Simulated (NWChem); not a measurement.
Everything below was run with NWChem. System: Cl (-1), charge -1, spin multiplicity 1. Level: CAM-B3LYP/def2-TZVPD.

The NWChem input:

```
start mol
memory heap 200 mb stack 900 mb global 1100 mb
charge -1
geometry units angstroms nocenter noautoz
  Cl     0.000000     0.000000     0.000000
  symmetry group D2h
end
basis spherical
  * library def2-tzvpd
end
dft
  xc xcamb88 1.00 lyp 0.81 vwn_5 0.19 hfexch 1.00
  cam 0.33 cam_alpha 0.19 cam_beta 0.46
  direct
  iterations 100
end
task dft energy
```

Part of the output:

```
             Northwest Computational Chemistry Package (NWChem) 7.3.0
             --------------------------------------------------------

                                NWChem Input Module
                                -------------------

 Scaling coordinates for geometry "geometry" by  1.889725989
 (inverse scale =  0.529177249)

                             Geometry "geometry" -> ""
                             -------------------------

 Output coordinates in angstroms (scale by  1.889725989 to convert to a.u.)

  No.       Tag          Charge          X              Y              Z
 ---- ---------------- ---------- -------------- -------------- --------------
    1 Cl                  17.0000     0.00000000     0.00000000     0.00000000

 Effective nuclear repulsion energy (a.u.)       0.0000000000

            Nuclear Dipole moment (a.u.)
            ----------------------------
        X                 Y               Z
 ---------------- ---------------- ----------------
     0.0000000000     0.0000000000     0.0000000000

      Symmetry information
      --------------------

 Group name             D2h
 Group number             26
 Group order               8
 No. of unique centers     1

      Symmetry unique atoms

     1


 Summary of "ao basis" -> "" (spherical)
 ------------------------------------------------------------------------------
       Tag                 Description            Shells   Functions and Types
 ---------------- ------------------------------  ------  ---------------------
 *                         def2-tzvpd                 on all atoms

                                 NWChem DFT Module
                                 -----------------

 Summary of "ao basis" -> "ao basis" (spherical)
 ------------------------------------------------------------------------------
       Tag                 Description            Shells   Functions and Types
 ---------------- ------------------------------  ------  ---------------------
 Cl                        def2-tzvpd               16       46   6s6p3d1f

 Summary of "ao basis" -> "ao basis" (spherical)
 ------------------------------------------------------------------------------
       Tag                 Description            Shells   Functions and Types
 ---------------- ------------------------------  ------  ---------------------
 Cl                        def2-tzvpd               16       46   6s6p3d1f

      Symmetry analysis of basis
      --------------------------

        ag         12
        au          1
        b1g         3
        b1u         8
        b2g         3
        b2u         8
        b3g         3
        b3u         8

  int_init: cando_txs set to always be  F

            General Information
            -------------------
          SCF calculation type: DFT
          Wavefunction type:  closed shell.
          No. of atoms     :     1
          No. of electrons :    18
           Alpha electrons :     9
            Beta electrons :     9
          Charge           :    -1
          Spin multiplicity:     1
          Use of symmetry is: on ; symmetry adaption is: on
          Maximum number of iterations: 100
          This is a Direct SCF calculation.
          AO basis - number of functions:    46
                     number of shells:    16
          Convergence on energy requested:  1.00D-06
          Convergence on density requested:  1.00D-05
          Convergence on gradient requested:  5.00D-04

              XC Information
[...]
      Symmetry analysis of molecular orbitals - initial
      -------------------------------------------------

 !! scf_movecs_sym_adapt:   40 vectors were symmetry contaminated

  Symmetry fudging

 !! scf_movecs_sym_adapt:   40 vectors were symmetry contaminated

  Numbering of irreducible representations:

     1 ag          2 au          3 b1g         4 b1u         5 b2g
     6 b2u         7 b3g         8 b3u

  Orbital symmetries:

     1 ag          2 ag          3 b1u         4 b2u         5 b3u
     6 ag          7 b1u         8 b2u         9 b3u        10 b1u
    11 b2u        12 b3u        13 ag         14 ag         15 ag
    16 b3g        17 b1g        18 b2g        19 b3u

 !! scf_movecs_sym_adapt:   37 vectors were symmetry contaminated

  Symmetry fudging

 !! scf_movecs_sym_adapt:   37 vectors were symmetry contaminated

   convergence    iter        energy       DeltaE   RMS-Dens  Diis-err    time
 ---------------- ----- ----------------- --------- --------- ---------  ------
 d= 0,ls=0.0,diis     1   -459.8864913060 -4.60D+02  4.13D-02  9.08D+00     0.2

 !! scf_movecs_sym_adapt:   36 vectors were symmetry contaminated

  Symmetry fudging

 !! scf_movecs_sym_adapt:   34 vectors were symmetry contaminated

 d= 0,ls=0.0,diis     2   -460.0413003997 -1.55D-01  2.19D-02  4.02D+00     0.3

 !! scf_movecs_sym_adapt:   38 vectors were symmetry contaminated

  Symmetry fudging

 !! scf_movecs_sym_adapt:   35 vectors were symmetry contaminated

 d= 0,ls=0.0,diis     3   -460.2994711095 -2.58D-01  2.07D-03  1.53D-02     0.4

 !! scf_movecs_sym_adapt:   38 vectors were symmetry contaminated

  Symmetry fudging

 !! scf_movecs_sym_adapt:   35 vectors were symmetry contaminated

 d= 0,ls=0.0,diis     4   -460.3009991238 -1.53D-03  4.15D-04  7.01D-04     0.4

 !! scf_movecs_sym_adapt:   38 vectors were symmetry contaminated

  Symmetry fudging

 !! scf_movecs_sym_adapt:   31 vectors were symmetry contaminated

 d= 0,ls=0.0,diis     5   -460.3010916390 -9.25D-05  5.96D-05  3.47D-06     0.5

 !! scf_movecs_sym_adapt:   39 vectors were symmetry contaminated

  Symmetry fudging

 !! scf_movecs_sym_adapt:   37 vectors were symmetry contaminated

 d= 0,ls=0.0,diis     6   -460.3010923659 -7.27D-07  8.12D-06  8.27D-08     0.6

         Total DFT energy =     -460.301092365882
      One electron energy =     -641.189246525306
           Coulomb energy =      209.352853386288
    Exchange-Corr. energy =      -28.464699226864
 Nuclear repulsion energy =        0.000000000000

 Numeric. integr. density =       17.999999994812

     Total iterative time =      0.5s

                  Occupations of the irreducible representations
                  ----------------------------------------------

                     irrep           alpha         beta
                     --------     --------     --------
                     ag                3.0          3.0
                     au                0.0          0.0
                     b1g               0.0          0.0
                     b1u               2.0          2.0
                     b2g               0.0          0.0
                     b2u               2.0          2.0
                     b3g               0.0          0.0
                     b3u               2.0          2.0

                       DFT Final Molecular Orbital Analysis
                       ------------------------------------

 Vector    7  Occ=2.000000D+00  E=-8.809983D-02  Symmetry=b1u
              MO Center=  1.0D-32, -5.6D-33,  8.5D-23, r^2= 1.5D+00
   Bfn.  Coefficient  Atom+Function         Bfn.  Coefficient  Atom+Function
  ----- ------------  ---------------      ----- ------------  ---------------
    18      0.490469  1 Cl pz                21      0.379814  1 Cl pz
    15      0.250416  1 Cl pz                 9     -0.200455  1 Cl pz
    24      0.114125  1 Cl pz                12     -0.092703  1 Cl pz

 Vector    8  Occ=2.000000D+00  E=-8.809983D-02  Symmetry=b3u
              MO Center=  1.2D-19,  6.7D-34, -7.4D-33, r^2= 1.5D+00
   Bfn.  Coefficient  Atom+Function         Bfn.  Coefficient  Atom+Function
  ----- ------------  ---------------      ----- ------------  ---------------
    16      0.490469  1 Cl px                19      0.379814  1 Cl px
    13      0.250416  1 Cl px                 7     -0.200455  1 Cl px
    22      0.114125  1 Cl px                10     -0.092703  1 Cl px

 Vector    9  Occ=2.000000D+00  E=-8.809983D-02  Symmetry=b2u
              MO Center=  1.2D-33,  5.8D-18,  3.0D-33, r^2= 1.5D+00
   Bfn.  Coefficient  Atom+Function         Bfn.  Coefficient  Atom+Function
  ----- ------------  ---------------      ----- ------------  ---------------
    17      0.490469  1 Cl py                20      0.379814  1 Cl py
    14      0.250416  1 Cl py                 8     -0.200455  1 Cl py
    23      0.114125  1 Cl py                11     -0.092703  1 Cl py

 Vector   10  Occ=0.000000D+00  E= 2.328385D-01  Symmetry=b3u
              MO Center= -5.6D-24,  4.0D-34,  6.5D-33, r^2= 1.2D+01
   Bfn.  Coefficient  Atom+Function         Bfn.  Coefficient  Atom+Function
  ----- ------------  ---------------      ----- ------------  ---------------
    22      1.210454  1 Cl px                19     -0.546962  1 Cl px
    13     -0.123849  1 Cl px                 7      0.060538  1 Cl px
    10      0.038635  1 Cl px                16     -0.026170  1 Cl px

 Vector   11  Occ=0.000000D+00  E= 2.328385D-01  Symmetry=b2u
              MO Center=  4.3D-33,  2.4D-24, -4.2D-33, r^2= 1.2D+01
   Bfn.  Coefficient  Atom+Function         Bfn.  Coefficient  Atom+Function
  ----- ------------  ---------------      ----- ------------  ---------------
    23      1.210454  1 Cl py                20     -0.546962  1 Cl py
    14     -0.123849  1 Cl py                 8      0.060538  1 Cl py
    11      0.038635  1 Cl py                17     -0.026170  1 Cl py

 Vector   12  Occ=0.000000D+00  E= 2.328385D-01  Symmetry=b1u
              MO Center=  1.4D-33, -1.2D-33,  1.8D-24, r^2= 1.2D+01
   Bfn.  Coefficient  Atom+Function         Bfn.  Coefficient  Atom+Function
  ----- ------------  ---------------      ----- ------------  ---------------
    24      1.210454  1 Cl pz                21     -0.546962  1 Cl pz
    15     -0.123849  1 Cl pz                 9      0.060538  1 Cl pz
    12      0.038635  1 Cl pz                18     -0.026170  1 Cl pz

 Task  times  cpu:        0.6s     wall:        0.6s

 Total times  cpu:        0.6s     wall:        0.6s
```
